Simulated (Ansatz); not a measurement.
Compare A (`COCCF`) with its isomer B (`CC(C)(O)F`).

Isolated molecules relaxed with PBE0-D4/def2-TZVP in Ansatz; ΔE leaves out vibrations. CCSD(T)/CBS adds triple-zeta CCSD(T) − MP2 to the extrapolated MP2 energy (def2 sets, frozen cores). DFT in def2-TZVPP. B3LYP here is the variant with VWN-RPA as its local correlation; programs differ in this. Each species was taken in one conformer, which may not be the lowest.

(1) Which is lower in electronic energy at CCSD(T)/CBS, and by how much? (An estimate is asked.)

(2) Give E(B) − E(A) in kcal/mol with B2PLYP, MP2/def2-TZVPP, B3LYP, LDA (SPW92), HF/def2-TZVPP, CCSD/def2-TZVPP, B3LYP-D4. (Estimate.)

(3) Does the order hold for the free energy at 298.15 K (harmonic terms from PBE0-D4)? (Best estimate.)

Largest T1 diagnostic: 0.011.

Answers

(1) The calculation gave: B, by 29.1 kcal/mol.

(2) Computed: B2PLYP -27.2, MP2/def2-TZVPP -29.8, B3LYP -25.8, LDA (SPW92) -30.1, HF/def2-TZVPP -25.7, CCSD/def2-TZVPP -28.0, B3LYP-D4 -26.2. None reverses the order clearly.

(3) Computed: Yes: G(B) − G(A) = -29.1 kcal/mol, for one conformer each.

In def2-TZVPP, CCSD(T) changes the Hartree–Fock value by −2.7 kcal/mol (the triples alone add −0.4 kcal/mol) and MP2 by −4.2 kcal/mol. From PBE to PBE0 (25 % exact exchange), in def2-TZVPP and without D4, E(B) − E(A) moves by −0.9 kcal/mol.
